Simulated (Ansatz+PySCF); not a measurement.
Values are calculated unless marked as measured or tabulated.
Input for PySCF 2.14.0:

```python
from pyscf import gto, scf, mp

mol = gto.M(atom="""
P 0.000000 0.000000 -2.836500
P 0.000000 0.000000 2.836500
""", basis='6-31g', charge=0, spin=0)
mf = scf.UHF(mol)
mf.kernel()
pt = mp.MP2(mf, frozen=10).run()
print(mf.e_tot, pt.e_corr, pt.e_tot)
```

The script is written out from the run's settings.

The run gave:

```yaml
Converged: yes
Reference_energy: -680.84261 hartree
Correlation_energy: -1.44985 hartree
Total_energy: -682.29246 hartree
```

The reference isn't the lowest determinant (another lies 14.57 eV lower), but the same method gives a higher total on the lower determinant. Caution: large amplitudes, a single reference is doubtful.
